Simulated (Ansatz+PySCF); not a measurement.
A calculation with PySCF 2.14.0.

```python
from pyscf import gto, scf, cc

mol = gto.M(atom="""
Li 0.000000 0.000000 0.000000
H 2.762920 0.000000 0.000000
H -1.901860 0.000000 0.000000
""", basis='6-31g', charge=1, spin=0)
mf = scf.UHF(mol)
mf.kernel()
mycc = cc.CCSD(mf, frozen=None).run()
et = mycc.ccsd_t()
print(mf.e_tot, mycc.e_corr, et, mycc.e_tot + et)
```

The script is written out from the run's settings.

Output:

```json
{"Converged": "yes", "Reference energy": "-8.02001 hartree", "CCSD correlation energy": "-0.21265 hartree", "Triples correction": "-0.00007 hartree", "Total energy": "-8.23273 hartree", "Spin squared of the determinant": "0.000"}
```

This is not the lowest solution: another run reaches a determinant 5.78 eV lower. Caution: large amplitudes, a single reference is doubtful.
